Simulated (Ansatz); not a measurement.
Process, species as SMILES: [C-]#[S+] (C-S) → CS+ (doublet, bonded as [S+]#[C-]) + e-
B3LYP-D3(BJ)/def2-TZVP geometries, fixed; electronic energies without zero-point terms.
Largest species:
```xyz
2

C      0.0000     0.0000    -1.1142
S      0.0000     0.0000     0.4178
```
Charge 0, spin multiplicity 1.

Basis-set convergence of the adiabatic ionisation energy at B3LYP with Ansatz (a program for electronic structure). Cartesian d functions, on some or all atoms, in 6-31+G*, 6-311+G**; all else is spherical. The program fits the integrals of some runs and decomposes those of others, by size. Open shells are unrestricted. No added dispersion term, no relativity. Functions are those of the species that has most. Reference: the value in aug-cc-pV(5+d)Z, 11.406 eV, itself unsure by roughly 0.003 eV (its mean distance from pcseg-4, aug-pcseg-3, aug-cc-pV(Q+d)Z). Deviations are taken from unrounded values.

```tsv
basis	functions
pcseg-0	22
pcseg-1	32
6-31+G*	42
aug-pcseg-1	50
6-311+G**	53
6-311++G(2d,2p)	62
pcseg-2	64
6-311++G(3df,3pd)	86
aug-pcseg-2	96
pcseg-3	124
aug-pcseg-3	174
pcseg-4	206
```

Problem. Which is the smallest set listed that can be trusted to 0.05 eV here, that is, within that of the reference together with its larger relatives (same family, alike in diffuse functions; a set with none to test it counts only in the reference's own line)?

Solution. The smallest set listed that lies within 0.05 eV of the reference with all its larger relatives (same family, alike in diffuse functions; a set with none counts only in the reference's own line) is pcseg-2 (64 functions, 0.020 eV off). Inside, with no larger relative to test it: 6-311++G(3df,3pd). Value minus reference: pcseg-0 0.435, pcseg-1 0.117, 6-31+G* 0.111, aug-pcseg-1 0.135, 6-311+G** 0.095, 6-311++G(2d,2p) 0.063, pcseg-2 0.020, 6-311++G(3df,3pd) 0.020, aug-pcseg-2 0.016, pcseg-3 -0.006, aug-pcseg-3 0.000, pcseg-4 -0.003 eV.
